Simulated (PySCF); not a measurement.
**TDDFT excited states: C2H6S2**

Species: dimethyl disulfide, C2H6S2.
Numbering: `[CH3:1][S:2][S:3][CH3:4]` (hydrogens: H5, H6, H7 on C1; H8, H9, H10 on C4)

Computed with PySCF, TDDFT wB97X-D/def2-SVPD, vertical, gas phase, core orbitals frozen in the response. The structure is a single GFN2-xTB conformer in the gas phase; no vibrational or solvent corrections. Torsions of this conformer, `[CH3:1][S:2][S:3][CH3:4]`: C1–S2–S3–C4 91°.

**Question.** Predict the UV-vis stick spectrum at this level.

**Answer.** 

```csv
state,E (eV),ν̃ (cm⁻¹),f,symmetry,"main configurations (H = HOMO, L = LUMO)"
S1,5.03,40560,0.0020,–,H→L (89%)
S2,5.11,41180,0.010,B,H-1→L (88%)
S3,6.38,51470,0.0055,B,"H→L+3 (43%), H-1→L+2 (36%)"
S4,6.41,51710,0.0031,A,"H-1→L+3 (39%), H→L+2 (39%)"
S5,6.77,54570,0.0027,B,"H→L+3 (34%), H-1→L+2 (33%), H→L+1 (18%)"
S6,6.77,54630,0.0008,–,"H-1→L+3 (39%), H→L+2 (37%), H-1→L+1 (10%)"
S7,6.96,56140,0.018,A,"H-1→L+1 (73%), H→L+2 (13%)"
S8,6.98,56290,0.082,B,"H→L+1 (66%), H-1→L+2 (16%)"
```

Triplets (Tamm–Dancoff): T1 4.43 eV, H→L (86%), H→L+4 (10%); T2 4.45 eV, H-1→L (86%), H-1→L+4 (10%); T3 5.80 eV, H-1→L+2 (46%), H→L+3 (24%).

The lowest singlet comes at 247 nm (485 kJ/mol) in the ultraviolet; it is very weak; its leading configuration is HOMO→LUMO (89%). The most intense listed level is S8 at 6.98 eV (178 nm, f = 0.082), 1.95 eV above S1. It is the last of those listed, so stronger ones may follow. S5/S6 lie within about 0.01 eV of each other. Löwdin shares by element: HOMO sulfur 78%, carbon 16%; LUMO sulfur 87%. Weighted by f, the mean energy of these states is 6.75 eV. The oscillator strengths of these states sum to 0.125; summed over the whole spectrum of an exact calculation they would give the number of electrons, 50 (Thomas–Reiche–Kuhn). Orbital energies (eV): HOMO-3 -12.14, HOMO-2 -10.99, HOMO-1 -8.71, HOMO -8.67, LUMO 1.31, LUMO+1 2.22, LUMO+2 2.30. Symmetry labels in C2 follow from the direction of the transition dipole and are given only for states with f of 0.002 or more. Singlets were solved by full linear response, triplets in the Tamm–Dancoff approximation.
